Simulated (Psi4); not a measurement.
**[PHF3]+ (SMILES F[PH+](F)F) at OMP2/def2-SVPD (density fitting for correlation)**

Aim: the vertical ionisation energy of [PHF3]+ at OMP2/def2-SVPD (density fitting for correlation), from 2 runs. The job is set up through a Python script.

Program for the calculation: Psi4 1.11.

4 further runs of the same task are left out: 1 that didn't finish, 3 set aside as unsound or not needed.

**1. The system as given**

[PHF3]+ has 5 atoms, charge +1, and is taken as a singlet. As SMILES, `F[PH+](F)F`. The shape is that of a GFN2-xTB optimisation.

Bond lengths: F1–P2 1.523 Å, P2–F3 1.524 Å, P2–F4 1.524 Å, P2–H5 1.373 Å. Angles: F1–P2–F3 103.7°, F1–P2–F4 103.7°, F3–P2–F4 103.7°, F1–P2–H5 114.8°, F3–P2–H5 114.7°, F4–P2–H5 114.8°.

**2. The energy at OMP2/def2-SVPD (density fitting for correlation)**

job.py

```python
import psi4

psi4.set_memory('1600 MB')
psi4.set_num_threads(1)
psi4.core.set_output_file('run.log', False)

molecule = psi4.geometry("""
1 1
F
P 1 1.523485
F 2 1.523947 1 103.67634
F 2 1.523574 1 103.65335 3 108.03791
H 2 1.373408 1 114.83051 4 126.03905
units angstrom
symmetry c1
""")

options = {'basis': 'def2-SVPD', 'puream': True, 'e_convergence': 1e-09, 'd_convergence': 1e-08, 'scf_type': 'pk', 'num_frozen_docc': 8}
psi4.set_options(options)

e_tot = psi4.energy("omp2")
print(f'total energy {e_tot:.8f} hartree = {e_tot * 27.211386:.5f} eV')
```

Launch:

```bash
python job.py
```

run.log (excerpt; [...] marks lines left out):

```text
[...]
  Running in c1 symmetry.
[...]
  Nuclear repulsion =  205.959242418554453
[...]
  Multiplicity = 1
[...]
  Nalpha       = 21
  Nbeta        = 21
[...]
    Number of basis functions: 101
[...]
   @RHF iter   1:  -638.93131086743620    3.40592e-01   5.33016e-03 DIIS/ADIIS
[...]
   @RHF iter  11:  -639.06317301863578    5.68434e-13   1.93238e-09 DIIS
[...]
    Orbital Energies [Eh]
    ---------------------
    Doubly Occupied:
       1A    -80.491918     2A    -26.638979     3A    -26.638947
       4A    -26.638780     5A     -8.026914     6A     -5.930633
       7A     -5.930627     8A     -5.928043     9A     -1.975504
      10A     -1.915341    11A     -1.915169    12A     -1.226354
      13A     -1.091884    14A     -1.087979    15A     -1.087963
      16A     -1.012273    17A     -1.012241    18A     -0.974445
      19A     -0.974374    20A     -0.956202    21A     -0.933327
[...]
  @RHF Final Energy:  -639.06317301863578
   => Energetics <=
    Nuclear Repulsion Energy =            205.9592424185544530
    One-Electron Energy =               -1285.2690406593405896
    Two-Electron Energy =                 440.2466252221503851
    Total Energy =                       -639.0631730186357800
[...]
 Multipole Moments:
 ------------------------------------------------------------------------------------
     Multipole            Electronic (a.u.)      Nuclear  (a.u.)        Total (a.u.)
 ------------------------------------------------------------------------------------
 L = 1.  Multiply by 2.5417464519 to convert [e a0] to [Debye]
 Dipole X            :          0.2624054           -1.4609830           -1.1985777
 Dipole Y            :         -0.1883613            1.0592912            0.8709299
 Dipole Z            :         -0.1505881            0.8344970            0.6839089
 Magnitude           :                                                    1.6318207
[...]
	Warning: cc_lambda option is changed to TRUE
	For this residual convergence, default PCG convergence is:     1.00e-07
[...]
	DF-MP2 Total Energy (a.u.)         :  -639.76088290392181
[...]
	DF-MP2 Total Energy (a.u.)         :  -639.77261963760270
[...]
	DF-OMP2 Total Energy (a.u.)        :  -639.77261963761180
[...]
```

On the terminal:

```text
total energy -639.77261964 hartree = -17409.09971 eV
```

Run time: 16 s. Hardware: 1 thread of AMD EPYC 9R45 (Zen 5), shared host; peak memory 0.38 GiB.

**3. Doublet [PHF3]2+**

job.py

```python
import psi4

psi4.set_memory('1600 MB')
psi4.set_num_threads(1)
psi4.core.set_output_file('output.dat', False)

geom = psi4.geometry("""
2 2
F     -0.656630    -0.057650     1.326690
P      0.069480     0.083300    -0.005190
F      0.694150    -1.289710    -0.222090
F     -1.059590     0.131070    -1.027050
H      0.952580     1.133000    -0.072370
symmetry c1
""")

psi4.set_options({
    'reference': 'uhf',
    'puream': True,
    'e_convergence': 1e-09,
    'd_convergence': 1e-08,
    'scf_type': 'pk',
    'num_frozen_docc': 8,
    'maxiter': 200,
})

e_tot = psi4.energy('omp2/def2-SVPD')
print(f'total energy {e_tot:.8f} hartree = {e_tot * 27.211386:.5f} eV')
```

Launch:

```bash
python job.py
```

output.dat (excerpt; [...] marks lines left out):

```text
[...]
  Running in c1 symmetry.
[...]
  Nuclear repulsion =  205.959217613234301
[...]
  Multiplicity = 2
[...]
  Nalpha       = 21
  Nbeta        = 20
[...]
    Number of basis functions: 101
[...]
   @UHF iter   1:  -637.94230021483429    1.32960e+00   6.27220e-03 DIIS/ADIIS
[...]
   @UHF iter  25:  -638.16909646766089   -1.08002e-11   8.69364e-09 DIIS
[...]
   @S^2 Observed:                8.055586871E-01
[...]
  @UHF Final Energy:  -638.16909646766089
   => Energetics <=
    Nuclear Repulsion Energy =            205.9592176132343013
    One-Electron Energy =               -1271.6162225456441774
    Two-Electron Energy =                 427.4879084647488980
    Total Energy =                       -638.1690964676608928
  UHF NO Occupations:
  HONO-2 :   19  A 1.9920363
  HONO-1 :   20  A 1.9883312
[...]
 Multipole Moments:
 ------------------------------------------------------------------------------------
     Multipole            Electronic (a.u.)      Nuclear  (a.u.)        Total (a.u.)
 ------------------------------------------------------------------------------------
 L = 1.  Multiply by 2.5417464519 to convert [e a0] to [Debye]
 Dipole X            :          0.2823903            1.2778221            1.5602123
 Dipole Y            :          0.3440267            1.5201012            1.8641279
 Dipole Z            :         -0.0201556           -0.0970402           -0.1171958
 Magnitude           :                                                    2.4337153
[...]
	Warning: cc_lambda option is changed to TRUE
	For this residual convergence, default PCG convergence is:     1.00e-07
[...]
	DF-SCS-MP2 Total Energy (a.u.)     :  -638.84969107114011
	DF-SOS-MP2 Total Energy (a.u.)     :  -638.83364327870765
[...]
	DF-SCS-OMP2 Total Energy (a.u.)    :  -638.87150944665177
	DF-SOS-OMP2 Total Energy (a.u.)    :  -638.79830220442034
	DF-SCS(N)-OMP2 Total Energy (a.u.) :  -638.52479945278515
[...]
	DF-OMP2 Total Energy (a.u.)        :  -638.90791776565902
[...]
```

The script printed:

```text
total energy -638.90791777 hartree = -17385.56997 eV
```

It took 62 s on 1 thread of AMD EPYC 9R45 (Zen 5), shared host; peak memory 0.38 GiB.

**4. What came out**

Level: OMP2/def2-SVPD (density fitting for correlation), 8 core orbitals frozen.

| quantity | value |
| --- | --- |
| singlet [PHF3]+: total energy | -639.77262 Eh |
| singlet [PHF3]+: HOMO energy (Hartree–Fock orbitals) | -25.40 eV |
| singlet [PHF3]+: LUMO energy (Hartree–Fock orbitals) | -3.67 eV |
| singlet [PHF3]+: HOMO–LUMO gap (Hartree–Fock orbitals) | 21.73 eV |
| singlet [PHF3]+: correlation energy (8 core orbitals frozen) | -709.4 mEh |
| doublet [PHF3]2+: total energy | -638.90792 Eh |
| doublet [PHF3]2+: HOMO energy (Hartree–Fock orbitals) (highest over α and β) | -32.67 eV |
| doublet [PHF3]2+: LUMO energy (Hartree–Fock orbitals) (lowest over α and β) | -23.23 eV |
| doublet [PHF3]2+: correlation energy (8 core orbitals frozen) | -738.8 mEh |
| doublet [PHF3]2+: ⟨S²⟩ of the reference determinant | 0.806 |
| vertical ionisation energy (to the doublet dication) | 23.530 eV |

In words: Removing an electron at fixed nuclei costs 23.53 eV (2270 kJ/mol).
